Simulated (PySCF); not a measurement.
**Simulated absorption spectrum**

C4H7N.
Bonds: C1–C2 (double), C2–C3, C3–N4, N4–C5 (double). Hydrogens: H6, H7 on C1; H8 on C2; H9, H10 on C3; H11, H12 on C5.

Method used: PySCF 2.14.0, density-fitted response routines, TDDFT PBE0/def2-SVPD, vertical, gas phase, core orbitals frozen in the response. One conformer (not necessarily the lowest) at the GFN2-xTB geometry, without solvent, vibrations or thermal averaging. Torsions of this conformer, `[CH2:1]=[CH:2][CH2:3][N:4]=[CH2:5]`: C1–C2–C3–N4 131°, C2–C3–N4–C5 -122°.

Each state is given a Gaussian of 0.3 eV full width at half maximum, with ε(max) = 2.175×10⁸ f / Δν̃ (Δν̃ the width in cm⁻¹). The width is an assumption, not a result. The curve ends short of the highest state used, and states not computed would add to its high-energy end.

```
E (eV)  ε (L mol⁻¹ cm⁻¹)
  4.48                 0
  4.57                 2
  4.65                10
  4.74                36
  4.82                78
  4.91               113
  4.99               104
  5.08                59
  5.16                24
  5.25                 5
  5.33                 1
  5.41                 0
  5.50                 0
  5.58                 0
  5.67                 0
  5.75                 2
  5.84                22
  5.92               116
  6.01               473
  6.09              1085
  6.18              1726
  6.26              1725
  6.35              1110
  6.43               548
  6.52               223
  6.60               108
  6.68                49
  6.77                18
  6.85                37
  6.94               213
```

Problem. Where are the band maxima, and which computed states make them?

Solution. 251 nm (4.93 eV), ε about 120, made up of S1 (100%); 199 nm (6.22 eV), ε about 1800, made up of S2 (100%) (ε in L mol⁻¹ cm⁻¹; maxima over ε = 5, shares over 10%). At its high-energy end, 6.94 eV, the curve is still rising (ε about 210, from S4). The states used: S1 4.93 eV (f 0.0013); S2 6.22 eV (f 0.020); S3 6.51 eV (f 0.0013); S4 7.23 eV (f 0.030); S5 7.49 eV (f 0.054); S6 7.54 eV (f 0.070).

Problem. Coming from long wavelengths, where does ε first pass 100 L mol⁻¹ cm⁻¹?

Solution. At about 255 nm (4.87 eV), 0.07 eV below S1.

Problem. On this curve, what absorbance would a 10⁻⁵ mol/L sample give at 266 nm over a 1 cm path?

Solution. 266 nm is 4.661 eV, where ε is about 12 L mol⁻¹ cm⁻¹, so A = ε c l ≈ 0.00012 (Beer–Lambert, with the gas-phase spectrum and the assumed width).

Problem. What would ε be at 6.22 eV, the highest of these maxima, with half the width (0.15 eV)?

Solution. About 3600 L mol⁻¹ cm⁻¹ against 1810, a factor of about 1.99; a lone state at its own centre would give exactly 2.

On one thread of an AMD EPYC 9R45 (shared host), this took 6.5 s of wall time and 0.66 GiB of memory at its peak.
